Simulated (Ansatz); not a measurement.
# Ruthenium, hcp: convergence with the plane-wave cutoff

Computed with Ansatz, PBE, scalar-relativistic PAW, on the relaxed cell (a = 2.724 Å, c = 4.289 Å (c/a = 1.575); spin not included). Errors count from a run at 420 eV on a Γ-centred 22×22×12 mesh with Fermi-Dirac smearing of 0.1 eV, extrapolated to zero width. Fixed here: mesh 13×13×7, Fermi-Dirac width 0.1 eV. The pressure holds a Pulay correction and is unreliable far below the recommended cutoff. The SCF starts from atomic densities corrected by a trained network.

```csv
cutoff (eV),E(σ→0) error (meV/atom),P (GPa),SCF iterations
150,43076.3,-198.18,7
200,9649.1,-5.70,6
250,1418.8,10.20,6
300,155.9,-0.75,6
350,15.0,-0.04,6
420,5.2,0.06,6
500,3.2,0.03,6
600,2.7,0.03,6
800,2.6,0.02,6
```

Within 5 meV/atom of the last row: from 420 eV on.
